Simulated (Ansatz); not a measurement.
Compare A (`CC1C=CS1`) with its isomer B (`C=C=C(C)S`).

Isolated molecules relaxed with PBE0-D4/def2-TZVP in Ansatz; ΔE leaves out vibrations. CCSD(T)/CBS adds triple-zeta CCSD(T) − MP2 to the extrapolated MP2 energy (def2 sets, frozen cores). DFT in def2-TZVPP. B3LYP here is the variant with VWN-RPA as its local correlation; programs differ in this. One conformer a species, not always the lowest.

Task: Which isomer does CCSD(T)/CBS put lower? Give the gap. (Best estimate.)

Result: Ansatz gave: A, by 11.2 kcal/mol.

Task: Give E(B) − E(A) in kcal/mol with PBE-D4, ωB97M-V, B3LYP-D4, B2PLYP, HF/def2-TZVPP, B3LYP, MP2/def2-TZVPP. (Estimate.)

Result: The calculation gave: PBE-D4 9.6, ωB97M-V 10.3, B3LYP-D4 5.9, B2PLYP 8.1, HF/def2-TZVPP 6.0, B3LYP 5.2, MP2/def2-TZVPP 13.2. None reverses the order clearly.

Largest T1 diagnostic: 0.012.

The D4 term adds +0.7 kcal/mol with B3LYP and +0.3 kcal/mol with PBE0; it sums over pairs of atoms, weighted by their polarisabilities, and B3LYP, whose exchange is more repulsive, gets the larger term. In def2-TZVPP, CCSD(T) changes the Hartree–Fock value by +4.6 kcal/mol (the triples alone add +0.5 kcal/mol) and MP2 by +7.3 kcal/mol.
